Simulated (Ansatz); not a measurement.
Basis-set extrapolation for `C#C/N=C/O` (PBE0-D4/def2-TZVP geometry, frozen core, the Gaussian-basis code of Ansatz). Multiplicity 1, RHF reference.

```json
{"": "HF", "def2-TZVPP": "-244.677923", "def2-QZVPP": "-244.688457"}
{"": "MP2 correlation", "def2-TZVPP": "-0.887256", "def2-QZVPP": "-0.950038"}
{"": "CCSD(T) correlation", "def2-TZVPP": "-0.943397", "def2-QZVPP": "not run"}
```

Energies in hartree. Use E(X) = E(∞) + A·exp(−7.88·√X) for Hartree–Fock and E(X) = E(∞) + B·X^(−2.97) for correlation, with X = 3 and 4, and add CCSD(T) minus MP2 of the smaller set to the MP2 limit.

Problem. What is the CCSD(T) energy at the basis-set limit?

Solution. HF limit: -244.688457 + (-0.010534) × 0.13774 = -244.68991. MP2 limit: -0.950038 + (-0.062782) × 0.74074 = -0.99654. Higher-order term: -0.943397 − (-0.887256) = -0.05614. Total: -245.74259 hartree, 3.30 eV below CCSD(T)/def2-TZVPP.
